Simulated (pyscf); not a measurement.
One four-centre exchange on the singlet surface with elements of a group swapped. CCSD(T)/def2-TZVPP + ΔMP2(QZVPP), kcal/mol, from the separated reactants. Optimised with ωB97X-D3(BJ)/def2-SVP in PySCF. MP2 and CC: frozen core, UHF for open shells. ΔMP2 is the change of the MP2 total energy from the triple- to the quadruple-zeta basis.

```csv
step,barrier,reaction energy,imaginary mode (i cm⁻¹)
`[F][SiH3]` + `[BH2][F]` -> `[F][BH][F]` + `[SiH4]`,18.2,-9.2,390
`[SiH3][Cl]` + `[BH2][Cl]` -> `[Cl][BH][Cl]` + `[SiH4]`,…,…,329
```

Q: Some entries are withheld; supply them.

A: 
- `[SiH3][Cl]` + `[BH2][Cl]` -> `[Cl][BH][Cl]` + `[SiH4]`, barrier: 19.7
- `[SiH3][Cl]` + `[BH2][Cl]` -> `[Cl][BH][Cl]` + `[SiH4]`, reaction energy: 0.0

Each row is the saddle that its search found. The CCSD(T) − MP2 part came from Ansatz, without density fitting, on the same reference.
